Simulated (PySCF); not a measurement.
C5H9P.
Numbering: `[CH2:1]=[CH:2][P:3]=[C:4]([CH3:5])[CH3:6]` (hydrogens: H7, H8 on C1; H9 on C2; H10, H11, H12 on C5; H13, H14, H15 on C6)

Computed by this run: PySCF, PBE0-D3(BJ)/def2-SVP geometry optimisation, gas phase; density fitting, grid level 1; the optimiser is geomeTRIC in internal coordinates, started from a GFN2-xTB structure.

Step 0: E = -14602.8089 eV
```
atom  x, y, z in Å  |  force x, y, z in eV/Å
C1      3.1905    0.0664   -0.1355    0.150   0.052   0.035
C2      1.8907    0.3325   -0.2058   -0.574  -0.364  -0.175
P3      0.7169   -0.9640   -0.6804   -0.064   0.083   0.053
C4     -0.8128   -0.3149   -0.3776   -0.032  -0.060   0.000
C5     -1.9835   -1.1916   -0.7098    0.481   0.134   0.043
C6     -1.1990    1.0140    0.1860    0.346  -0.372  -0.184
H7      3.5742   -0.9205   -0.3382    0.223  -0.607  -0.129
H8      3.9181    0.8170    0.1305    0.369   0.440   0.139
H9      1.5366    1.3358   -0.0107   -0.110   0.490   0.136
H10    -2.6267   -0.7048   -1.4448   -0.294   0.173  -0.282
H11    -1.6565   -2.1481   -1.1127    0.021  -0.394  -0.173
H12    -2.5872   -1.3764    0.1801   -0.275  -0.074   0.332
H13    -1.8542    0.8711    1.0470   -0.273  -0.015   0.308
H14    -1.7615    1.5805   -0.5592   -0.249   0.239  -0.231
H15    -0.3501    1.6110    0.5035    0.281   0.275   0.128
```

**Question.** Estimate the geometry and energy of step 1. (The exact step hangs on the optimiser's Hessian estimate; all steps are aligned on step 0, rigid shifts and turns removed.)

**Answer.** E = -14602.8497 eV, largest force 0.131 eV/Å
```
atom  x, y, z in Å  |  force x, y, z in eV/Å
C1      3.2133    0.0625   -0.1507    0.055  -0.039  -0.003
C2      1.8958    0.3099   -0.1334   -0.035   0.120   0.039
P3      0.7152   -0.9749   -0.6089   -0.025  -0.034  -0.053
C4     -0.8226   -0.3147   -0.3803    0.079  -0.005   0.002
C5     -1.9849   -1.2002   -0.7175   -0.077  -0.039   0.016
C6     -1.2048    1.0292    0.1458   -0.030   0.051   0.068
H7      3.6078   -0.9214   -0.4325   -0.012   0.034  -0.004
H8      3.9484    0.8296    0.1155   -0.028  -0.023   0.003
H9      1.5567    1.3130    0.1571    0.008  -0.056  -0.016
H10    -2.6689   -0.6998   -1.4270    0.036  -0.015   0.014
H11    -1.6713   -2.1586   -1.1577    0.002   0.010   0.014
H12    -2.5787   -1.4180    0.1898    0.000   0.014  -0.041
H13    -1.8251    0.9100    1.0536    0.013   0.022  -0.037
H14    -1.8313    1.5705   -0.5862    0.018  -0.033   0.005
H15    -0.3540    1.6709    0.4049   -0.005  -0.008  -0.008
```

The energy changes by -0.0408 eV. The first-order estimate −F·Δx gives -0.0818 eV and the mean of the old and new forces, exact on a quadratic surface, -0.0362 eV. The step makes an angle of 81° with the force vector and moves no atom by more than 0.170 Å.

The cost below is that of the whole optimisation. The run took 31 s on Arm Neoverse V1, one thread, on a shared host, and the process peaked at 0.56 GiB of memory.
